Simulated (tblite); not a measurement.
Species: C5H12N (doublet state).
Geometry (GFN2-xTB, Å), atoms numbered from 1 in this order:
```
atom  x, y, z in Å
C1     1.9441   -0.3615    0.3119
C2     0.7794    0.2865    0.9471
C3    -0.4615    0.5712    0.1819
C4    -0.2782    1.8230   -0.6998
N5    -0.7879   -0.5573   -0.6855
C6    -1.2646   -1.7111    0.0464
H7     1.6415   -0.8367   -0.6172
H8     2.7348    0.3662    0.0915
H9     2.3889   -1.1083    0.9735
H10    0.8882    0.7150    1.9289
H11   -1.2823    0.7805    0.8989
H12    0.4907    1.6293   -1.4420
H13   -1.2085    2.0716   -1.2074
H14    0.0230    2.6694   -0.0883
H15   -1.4873   -0.2699   -1.3638
H16   -1.4741   -2.5165   -0.6559
H17   -0.4815   -2.0348    0.7315
H18   -2.1733   -1.5103    0.6366
```

Computed with GFN2-xTB (tblite): harmonic, unscaled wavenumbers at the GFN2-xTB geometry, gas phase. This tight-binding method is rough: wavenumbers can miss measured ones by several per cent, in bad cases by 10 to 20. One conformer, not necessarily the lowest. Open shells enter through the occupations alone, without spin polarisation, and single modes of such species can be off by tens of per cent.

Harmonic wavenumbers (cm⁻¹): 77.0, 107.9, 126.9, 191.5, 209.3, 256.3, 269.4, 305.2, 420.0, 492.4, 576.4, 822.2, 841.4, 931.0, 987.0, 1012.0, 1015.2, 1053.3, 1079.4, 1114.7, 1154.5, 1160.3, 1209.5, 1285.0, 1323.3, 1335.1, 1379.6, 1386.7, 1402.8, 1416.6, 1460.8, 1475.8, 1485.6, 1491.1, 1492.0, 1501.8, 2737.9, 2841.0, 2882.9, 2962.0, 3010.0, 3011.0, 3015.3, 3042.6, 3050.0, 3052.8, 3104.3, 3355.4.

A = 3876, B = 3131, C = 2083 MHz; mass 86.097 u (most abundant isotopes); point group C1, symmetry number 1; spin multiplicity 2.

**Question.** What is the zero-point energy?

**Answer.** Half the sum of the wavenumbers: 34957 cm⁻¹ = 99.95 kcal/mol.

**Question.** What is S at 200 K and 1 bar for an ideal gas of classical rigid rotors and harmonic oscillators?

**Answer.** Translation 37.31, rotation 25.75, vibration 14.59, spin (R ln 2) 1.38: S = 79.0 cal/(mol K).

**Question.** And Cp and H(200 K) − H(0)?

**Answer.** Cp = 24.66 cal/(mol K), of which vibrations give 16.71 (their classical limit is 48 R = 95.4); H(200 K) − H(0) = 3.29 kcal/mol without the zero-point energy, 1.70 from vibrations.

**Question.** What must be added to the electronic energy to get the Gibbs energy at 200 K and 1 bar?

**Answer.** ZPE + [H(200 K) − H(0)] − T·S = 99.95 + 3.29 − 15.81 = 87.43 kcal/mol.

**Question.** How do the functions run with temperature in this model?

**Answer.** 
```tsv
T (K)	S (cal/(mol K))	Cp (cal/(mol K))	H − H(0) (kcal/mol)	G − H(0) (kcal/mol)	ln q(vib)
150	72.5	21.2	2.14	-8.73	2.01
250	84.9	28.2	4.61	-16.62	4.14
298.15	90.2	32.0	6.06	-20.84	5.15
400	100.8	40.5	9.75	-30.57	7.26
600	120.1	55.1	19.39	-52.70	11.38
900	145.6	70.2	38.35	-92.67	17.37
```

q(vib) and H(0) count from the zero-point level.

Hindered rotation and anharmonicity are outside this model. Other conformers, if any are populated, would add a mixing term that is left out. The structure is chiral; the term R ln 2 for an equal mix with its mirror image is left out.
